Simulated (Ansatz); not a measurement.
# Abstraction of Cl: C2H3ClO + C4H9O → C2H3O + C4H9ClO

Species: C2H3ClO (acetyl chloride) `CC(=O)Cl`, singlet; C4H9O `[CH2]COCC`, doublet; C2H3O (acetyl radical) `C[C]=O`, doublet; C4H9ClO (2-chloroethyl ethyl ether) `CCOCCCl`, singlet. A radical takes Cl: the energy is the difference in strength between two C–Cl bonds in different surroundings.

Shapes, held fixed at every level: PBE0-D4/def2-TZVP. Flexible molecules stand in one conformer, not always the lowest. Programs: Ansatz 0.2.0. Electronic energies: no zero-point or thermal term.

```json
{"level": "HF/def2-TZVPP", "kind": "Hartree–Fock", "ΔE (kJ/mol)": "-9.6", "less CCSD(T)/CBS estimate": "+6.5"}
{"level": "PBE0-D4/def2-TZVPP", "kind": "global hybrid", "ΔE (kJ/mol)": "-4.2", "less CCSD(T)/CBS estimate": "+11.9"}
{"level": "wB97M-V/def2-TZVPP", "kind": "range-separated hybrid", "ΔE (kJ/mol)": "-12.2", "less CCSD(T)/CBS estimate": "+3.9"}
{"level": "wB97X-V/def2-TZVPP", "kind": "range-separated hybrid", "ΔE (kJ/mol)": "-16.5", "less CCSD(T)/CBS estimate": "-0.4"}
{"level": "B2PLYP/def2-TZVPP", "kind": "double hybrid", "ΔE (kJ/mol)": "-12.8", "less CCSD(T)/CBS estimate": "+3.3"}
{"level": "CCSD(T)/def2-TZVPP", "kind": "coupled cluster or CI", "ΔE (kJ/mol)": "-15.1", "less CCSD(T)/CBS estimate": "+1.0"}
{"level": "CCSD/def2-TZVPP", "kind": "coupled cluster or CI", "ΔE (kJ/mol)": "-15.6", "less CCSD(T)/CBS estimate": "+0.5"}
{"level": "CCSD(T)/CBS estimate", "kind": "coupled cluster or CI", "ΔE (kJ/mol)": "-16.1", "less CCSD(T)/CBS estimate": "0.0"}
```

The highest level, CCSD(T)/CBS estimate, gives ΔE = -16.1 kJ/mol; the levels span -16.5 to -4.2. The column of differences is taken from that level and isn't an error. No measured value is set beside it here. Open shells run unrestricted. The CBS estimate extrapolates MP2 from def2-TZVPP and def2-QZVPP and adds CCSD(T) − MP2 in the triple-zeta set, cores frozen.
